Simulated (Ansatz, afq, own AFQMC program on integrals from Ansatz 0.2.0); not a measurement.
O, triplet → O⁺, quartet

A free O atom.

E(quartet, charge +1) − E(triplet, charge +0) at this geometry, on UHF and UHF determinants.

Basis 6-31G. Only valence electrons are correlated. Ansatz 0.2.0 and our own AFQMC program on the same integrals; the CISD trial comes from CCSD amplitudes, and released means the phaseless constraint is let go. Free AFQMC starts from the CCSD state and is never constrained. Its projection time is finite, and what remains of the start isn't in its error. Uncertainties: one standard error, sampling alone. The errors of all members are added in quadrature.

Full CI on the same integrals is exact in this basis and with this determinant's frozen core.

Errors are counted within 6-31G, not against nature.

```json
{"level": "HF", "vertical ionization energy (eV)": "11.952"}
{"level": "MP2", "vertical ionization energy (eV)": "12.714"}
```

(1) From these cheaper values, estimate the vertical ionization energy at the reference level in 6-31G.

(1) 12.788 eV (full CI in 6-31G).

```json
{"level": "CCSD", "vertical ionization energy (eV)": "12.783", "error against FCI (eV)": "-0.005"}
{"level": "CCSD(T)", "vertical ionization energy (eV)": "12.786", "error against FCI (eV)": "-0.002"}
{"level": "CCSDT", "vertical ionization energy (eV)": "12.787", "error against FCI (eV)": "-0.001"}
{"level": "CCSDT(Q)", "vertical ionization energy (eV)": "12.787", "error against FCI (eV)": "0.000"}
{"level": "CCSDTQ", "vertical ionization energy (eV)": "12.788", "error against FCI (eV)": "0.000"}
{"level": "ph-AFQMC/HF", "vertical ionization energy (eV)": "12.766 ± 0.012", "error against FCI (eV)": "-0.022 ± 0.012"}
{"level": "ph-AFQMC/CISD", "vertical ionization energy (eV)": "12.788 ± 0.0005", "error against FCI (eV)": "0.000 ± 0.0005"}
{"level": "released AFQMC", "vertical ionization energy (eV)": "12.787 ± 0.0005", "error against FCI (eV)": "0.000 ± 0.0005"}
{"level": "free AFQMC", "vertical ionization energy (eV)": "12.788 ± 0.0004", "error against FCI (eV)": "0.000 ± 0.0004"}
```

Correlation beyond CCSD(T) changes it by less than 2 meV. The perturbative (T) step is worth +0.003 eV.

CCSDT and higher add their correlation energy to the determinant of the CCSD(T) run, since their own runs factorise the integrals more tightly (a shift of under 2 meV). Free projections are given only where their last times agree within the noise and don't stop above the reference; a slow remainder of the start can still hide under it. A walk keeps the symmetry of its determinant, which the program's search chose and which needn't be the lowest solution, so a lower state of the same spin and another symmetry isn't excluded. Released energies are given only where the last usable release times agree within the noise; a slower fall can still hide under it.
